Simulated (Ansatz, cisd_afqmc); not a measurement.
Species: HS, charge -1, singlet. HS- (SMILES [SH-]).
B3LYP-D3(BJ)/def2-TZVP minimum from Ansatz (a quantum-chemistry and plane-wave program):
```xyz
2

S      0.0000     0.0000    -0.0794
H      0.0000     0.0000     1.2697
```
Charge -1, spin multiplicity 1.

Total energies in aug-cc-pV(T+d)Z, 8 correlated electrons, 5 frozen orbitals. UHF or UKS for unpaired electrons; spin-orbit terms are left out. Cores are frozen in correlated methods. No relativity. AFQMC/CISD: phaseless, guided by CISD from CCSD amplitudes; bars are statistical, one sigma. Outlying blocks are dropped, and bars are widened where a walk drifts. Over all cases where full CI ran beside it in this data, AFQMC minus full CI had a median of +0.1 mEh and passed +0.4 mEh in a tenth of the cases.

```csv
method,program,energy (Eh),minus CCSDT(Q) (mEh)
HF,Ansatz,-398.14618,230.40
MP2,Ansatz,-398.34654,30.04
CCSD,Ansatz,-398.36483,11.75
CCSD(T),Ansatz,-398.37537,1.21
CCSDT(Q),Ansatz,-398.37658,0.00
AFQMC/CISD,cisd_afqmc,-398.3763 ± 0.0004,0.3 ± 0.4
```

Rough core times of Ansatz's runs on a shared machine: CCSD(T) under 20 s, CCSDT(Q) 40 s.
